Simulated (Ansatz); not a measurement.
# Counterpoise correction, worked out

The pair of HCl (SMILES Cl, atoms 1–2) and CH5N (SMILES CN, atoms 3–9), both closed shells, in one local arrangement (a lower one may exist), relaxed at PBE0-D4/def2-TZVP:

```
9
angstrom
Cl 0.1211 -0.2854 -2.7393
H -0.1161 0.1902 -1.4348
C 0.2527 -0.4606 0.8221
N -0.3149 0.5950 -0.0122
H 0.1598 -0.2648 1.8940
H 1.3074 -0.5776 0.5723
H -0.2468 -1.4009 0.5880
H 0.1417 1.4851 0.1474
H -1.3050 0.7192 0.1627
```

Program: Ansatz 0.2.0. Basis: def2-TZVPPD. Cores are frozen in the correlated methods.

CCSD(T) total energies in eV:

| system | geometry | basis functions | energy |
| --- | --- | --- | --- |
| pair | pair | all | -15130.91994 |
| HCl | as in the pair | all (partner as ghosts) | -12526.11700 |
| CH5N | as in the pair | all (partner as ghosts) | -2604.22720 |
| HCl | as in the pair | its own | -12526.09114 |
| CH5N | as in the pair | its own | -2604.19844 |
| HCl | free (PBE0-D4 minimum) | its own | -12526.32009 |
| CH5N | free (PBE0-D4 minimum) | its own | -2604.20333 |

Q: Work out the interaction energy with and without the counterpoise correction, the superposition error, and the binding energy from the relaxed fragments.

A: Without correction: -15130.91994 − (-12526.09114) − (-2604.19844) = -0.63036 eV.
With correction (each fragment in the whole basis): -15130.91994 − (-12526.11700) − (-2604.22720) = -0.57574 eV = -13.28 kcal/mol.
The superposition error is the difference, 0.05462 eV, 9 % of the uncorrected value: each fragment borrows its partner's functions.
Deformation from the free shapes: 0.22895 eV for HCl and 0.00489 eV for CH5N.
Binding energy from relaxed fragments: -0.57574 + 0.22895 + 0.00489 = -0.34190 eV = -7.88 kcal/mol (electronic, without zero-point energy; negative means bound). The deformation is large: the pair is on the way to a chemical bond or a shared proton. For comparison, the corrected interaction energy by CCSD(T) at an estimated basis limit (MP2 extrapolated from triple and quadruple zeta, plus CCSD(T) − MP2 in triple zeta) is -0.637 eV; triple zeta with the correction binds less.

No T1 diagnostic of these runs exceeds 0.009.

For scale, one of the runs: CCSD(T)/def2-TZVPPD, 227 basis functions, launched by `ansatz run in.yaml --threads 4 --pin off --events-out ev --progress --plain --max-ram 9574MiB`. Time: 61 s of wall clock on 4 CPU threads of an Arm Neoverse V1; the host was shared. Peak host memory: 3.8 GiB.
